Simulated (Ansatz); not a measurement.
Start from `CC(=N)C#N` and change one atom or group to get `CC(=N)CF`.

Ansatz, PBE0-D4/def2-TZVP geometries, multiplicity 1. Each molecule was computed in one conformer, which needn't be the lowest.

```tsv
property	`CC(=N)C#N`
HOMO energy (PBE0/def2-TZVPP) / eV	-8.72
HOMO energy (ωB97M-V/def2-TZVPP) / eV	-11.16
HOMO–LUMO gap (ωB97M-V/def2-TZVPP) / eV	11.58
HOMO–LUMO gap (PBE0/def2-TZVPP) / eV	6.86
HOMO energy (B3LYP/def2-TZVPP) / eV	-8.46
zero-point energy (PBE0-D4/def2-TZVP) / kJ/mol	177.9
```

Problem. What does the change do to each property? (Best estimate.)

Solution. Computed: 
```csv
property,`CC(=N)CF`,shift
HOMO energy (PBE0/def2-TZVPP) / eV,-7.69,1.03
HOMO energy (ωB97M-V/def2-TZVPP) / eV,-10.11,1.05
HOMO–LUMO gap (ωB97M-V/def2-TZVPP) / eV,12.28,0.70
HOMO–LUMO gap (PBE0/def2-TZVPP) / eV,7.64,0.78
HOMO energy (B3LYP/def2-TZVPP) / eV,-7.46,1.00
zero-point energy (PBE0-D4/def2-TZVP) / kJ/mol,236.6,58.7
```

With PBE0 the HOMO rises by 1.03 eV and the LUMO rises by 1.81 eV, so the gap widens by about 0.78 eV. PBE moves the HOMO by 0.94 eV and ωB97M-V by 1.05 eV. The zero-point energy changes by 58.7 kJ/mol with +6 modes.

B3LYP here is the variant with VWN-RPA as its local correlation; programs differ in this.
